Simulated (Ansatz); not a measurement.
# C₄H₉FO: up Jacob's ladder to CCSD(T)

An exercise on one series of results from a longer session: the logs are not shown, and one member is left open.

The runs use Ansatz 0.2.0, Gaussian basis; functionals in def2-TZVPP, the program's frozen cores in correlated methods.

Levels to be run: LDA (SPW92), PBE-D4, revPBE-D4, BLYP-D4, r2SCAN-D4, B97M-V, PBE0-D4, B3LYP-D4, r2SCANh-D4, r2SCAN0-D4, HSE06-D4, BHLYP-D4, CAM-B3LYP-D4, LC-ωPBE, ωB97X-V, ωB97M-V, B2PLYP, PBE-QIDH; CCSD(T)/def2-SVP; CCSD(T)/def2-TZVPP; MP2/def2-QZVPP; extrapolation to the limit; RPA on PBE.

### The relaxed structure

The geometry comes from an earlier relaxation with PBE0-D4 in a triple-zeta def2 set; it is a stationary point, not always the lowest conformer.

SMILES `COCCCF`, 15 atoms, charge 0, spin multiplicity 1.

Atoms are counted from 1 here; the program's logs count them from 0.

Bond lengths: C1–O2 1.400 Å, C1–H7 1.099 Å, C1–H8 1.090 Å, C1–H9 1.099 Å, O2–C3 1.405 Å, C3–C4 1.511 Å, C3–H10 1.103 Å, C3–H11 1.100 Å, C4–C5 1.509 Å, C4–H12 1.094 Å, C4–H13 1.093 Å, C5–F6 1.385 Å, C5–H14 1.096 Å, C5–H15 1.092 Å. Angles: O2–C1–H7 111.5°, O2–C1–H8 107.7°, O2–C1–H9 111.5°, H7–C1–H8 108.9°, H7–C1–H9 108.3°, H8–C1–H9 108.9°, C1–O2–C3 112.5°, O2–C3–C4 109.1°, O2–C3–H10 109.9°, O2–C3–H11 110.2°, C4–C3–H10 110.5°, C4–C3–H11 110.0°, H10–C3–H11 107.0°, C3–C4–C5 112.2°, C3–C4–H12 108.9°, C3–C4–H13 109.6°, C5–C4–H12 109.1°, C5–C4–H13 109.4° and more.

Set-up of the first run:

The input, in.yaml:

```yaml
crystal:
  periodic: [false, false, false]
  atoms:
    - {symbol: C, position_ang: [0.372771, -2.313702, 0.059768]}
    - {symbol: O, position_ang: [-0.296490, -1.084212, 0.066239]}
    - {symbol: C, position_ang: [0.436713, -0.070172, -0.571700]}
    - {symbol: C, position_ang: [-0.355379, 1.215527, -0.528302]}
    - {symbol: C, position_ang: [-0.603492, 1.683852, 0.884273]}
    - {symbol: F, position_ang: [-1.278424, 2.893590, 0.866652]}
    - {symbol: H, position_ang: [0.562889, -2.662837, -0.964911]}
    - {symbol: H, position_ang: [-0.262872, -3.038940, 0.567883]}
    - {symbol: H, position_ang: [1.335128, -2.252114, 0.587165]}
    - {symbol: H, position_ang: [1.411247, 0.060351, -0.072230]}
    - {symbol: H, position_ang: [0.644390, -0.349888, -1.615523]}
    - {symbol: H, position_ang: [0.195986, 1.989246, -1.070859]}
    - {symbol: H, position_ang: [-1.312446, 1.073100, -1.037693]}
    - {symbol: H, position_ang: [0.340079, 1.838507, 1.419310]}
    - {symbol: H, position_ang: [-1.211899, 0.966989, 1.439428]}
basis:
  gaussian: {orbitals: def2-TZVPP}
hamiltonian: {xc: lda}
output: {orbitals: {seedname: orbitals}}
```

The run is started by

```
$ ansatz run in.yaml --threads 4 --pin off --events-out ev --progress --plain --max-ram 11315MiB
```

Among the steps run: LDA; PBE-D4 (GGA); revPBE-D4 (GGA); BLYP-D4 (GGA); r2SCAN-D4 (meta-GGA); B97M-V (meta-GGA); B3LYP-D4 (hybrid); r2SCANh-D4 (hybrid); r2SCAN0-D4 (hybrid); HSE06-D4 (hybrid); BHLYP-D4 (hybrid); CAM-B3LYP-D4 (range-separated); LC-ωPBE (range-separated); ωB97X-V (range-separated); ωB97M-V (range-separated); B2PLYP (double hybrid); PBE-QIDH (double hybrid).

One table of the session follows, with a row left open; its other results are not shown here.

It belongs to the step «Frontier levels by functional». 

| functional | HOMO (eV) | LUMO (eV) | gap (eV) |
| --- | --- | --- | --- |
| LDA (SPW92) | -6.17 | 0.08 | 6.24 |
| PBE-D4 | -6.05 | 0.29 | 6.34 |
| revPBE-D4 | -6.00 | 0.39 | 6.39 |
| BLYP-D4 | -5.99 | 0.29 | 6.28 |
| r2SCAN-D4 | ? | ? | ? |
| B97M-V | -6.57 | 0.44 | 7.00 |
| PBE0-D4 | -7.65 | 1.12 | 8.77 |
| B3LYP-D4 | -7.43 | 0.78 | 8.21 |
| r2SCANh-D4 | -6.98 | 1.21 | 8.19 |
| r2SCAN0-D4 | -7.89 | 1.58 | 9.46 |
| HSE06-D4 | -7.24 | 0.75 | 7.99 |
| BHLYP-D4 | -9.24 | 1.73 | 10.97 |
| CAM-B3LYP-D4 | -9.13 | 1.89 | 11.02 |
| LC-ωPBE | -10.41 | 3.21 | 13.62 |
| ωB97X-V | -10.13 | 3.00 | 13.13 |
| ωB97M-V | -10.07 | 2.60 | 12.68 |

Q: Estimate the row for r2SCAN-D4 from the others.

Worked estimate for «HOMO (eV)». Against the share of exact exchange, r2SCANh-D4 (0.1, -6.98), r2SCAN0-D4 (0.25, -7.89) give a slope of -6.07 per unit share; at 0 the line stands at -6.37.

As computed: HOMO (eV): -6.38; LUMO (eV): 0.95; gap (eV): 7.33. In «HOMO (eV)» the line misses by +0.01.
